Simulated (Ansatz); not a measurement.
```yaml
crystal:
  periodic: [false, false, false]
  atoms:
    - {symbol: O, position_ang: [-1.432153, 0.260819, -0.927338]}
    - {symbol: C, position_ang: [-0.380359, 0.698219, -0.556700]}
    - {symbol: C, position_ang: [0.603332, -0.018304, 0.322521]}
    - {symbol: S, position_ang: [0.087270, -1.662722, 0.840955]}
    - {symbol: H, position_ang: [-0.049533, 1.713521, -0.858012]}
    - {symbol: H, position_ang: [1.550270, -0.062603, -0.227777]}
    - {symbol: H, position_ang: [0.785601, 0.623025, 1.192152]}
    - {symbol: H, position_ang: [-1.072228, -1.609056, 0.158298]}
basis:
  gaussian: {orbitals: def2-mTZVPP, fitting: {mean_field: def2-universal-jkfit}}
total_charge: -3
magnetization: {spin_polarized: true, initial_magnetization: 1}
hamiltonian: {xc: {name: PBE0}, dispersion: d3bjatm}
accuracy: high
scf: {lower_state_search: light}
output: {forces: true}
```

```sh
$ ansatz run in.yaml --threads 2 --pin off --events-out ev --progress --plain --max-ram 4352MiB
```

It prints (some lines left out):

```
Functional definition: PBE0
427 factors; integrals over basis functions are off by at most 8.8e-1 eV
mean field evaluation 1: about -14969.4616 eV, gradient 6.0e1 eV
mean field evaluation 2: about -14915.2890 eV, gradient 1.3e2 eV
mean field evaluation 4: about -14990.4255 eV, gradient 1.0e1 eV
mean field evaluation 8: about -14991.4540 eV, gradient 1.1e0 eV
mean field evaluation 16: about -14991.5837 eV, gradient 7.0e-2 eV
mean field evaluation 64: about -14991.3892 eV, gradient 1.3e-1 eV
mean field evaluation 96: about -14991.4740 eV, gradient 2.3e-1 eV
mean field evaluation 128: about -14991.6028 eV, gradient 6.4e-6 eV
mean field -14991.60278042 eV, -550.9312405071 hartree, gradient 2.0e-8 eV, S^2 1.493359; 22 other end points of the search recorded, 0 dependent functions left out
reference -14991.60278260 eV, -550.9312405873 hartree; 22, 21 occupied and 87, 88 virtual orbitals, 427 factors
Total energy: -14991.73949150 eV, -550.9362645467 hartree
Atom 0 at    -1.432153     0.260819    -0.927338 Å, force    -6.887108    -2.351628    -2.678371 eV/Å
Atom 1 at    -0.380359     0.698219    -0.556700 Å, force     6.264515     3.771602     1.657798 eV/Å
Atom 2 at     0.603332    -0.018304     0.322521 Å, force     0.584490     4.863646    -2.095562 eV/Å
Atom 3 at     0.087270    -1.662722     0.840955 Å, force    -0.569761    -6.501578     2.857721 eV/Å
Atom 4 at    -0.049533     1.713521    -0.858012 Å, force    -0.481850     0.265333    -0.377586 eV/Å
Atom 5 at     1.550270    -0.062603    -0.227777 Å, force     0.486861    -0.480179     0.308024 eV/Å
Atom 6 at     0.785601     0.623025     1.192152 Å, force     0.339526    -0.340537     0.550462 eV/Å
Atom 7 at    -1.072228    -1.609056     0.158298 Å, force     0.263328     0.773341    -0.222486 eV/Å
Dipole moment:     0.294631    -0.243411     0.274324 e Å
```

In this input the charge is far from anything that the molecule holds. Self-consistency was reached. The result belongs to that input, not to the molecule as meant.
